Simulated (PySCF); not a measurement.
**MgP⁺, CCSD(T): how much the basis matters**

PySCF, ROHF reference; triplet, unpaired electrons π ↑↑; De to Mg⁺ + P without counterpoise correction. Frozen cores follow the default of each basis and core potential.

```tsv
basis	relativity	functions	Re (Å)	ωe (cm⁻¹)	De (eV)	frozen orbitals
pcseg-1	no relativity	28	2.594	276	0.83	6
def2-SVP	no relativity	36	2.556	299	1.10	6
cc-pVDZ/cc-pV(D+d)Z	no relativity	41	2.520	319	1.15	6
```

**Question.** How does each smaller set differ from the one with most functions, cc-pVDZ/cc-pV(D+d)Z?

**Answer.** pcseg-1: +7.4 pm, -13.5 % in ωe, -0.32 eV in De; def2-SVP: +3.6 pm, -6.3 % in ωe, -0.05 eV in De. All at CCSD(T); the set with most functions is neither the basis-set limit nor always the best.

Correlated steps freeze 6 core orbitals. Correlated levels converge slowly with the basis: in double zeta they bind strong bonds too weakly, by up to about 1 eV, and carry superposition errors of some tenths. For an ion De counts to the pair picked by the measured ionisation energies or electron affinities, which need not be the lowest pair at this level. The CCSD T1 diagnostic is raised in MgP⁺, a sign that a single reference may not be enough there. The state was picked by a PBE0 search and need not be the measured ground state.
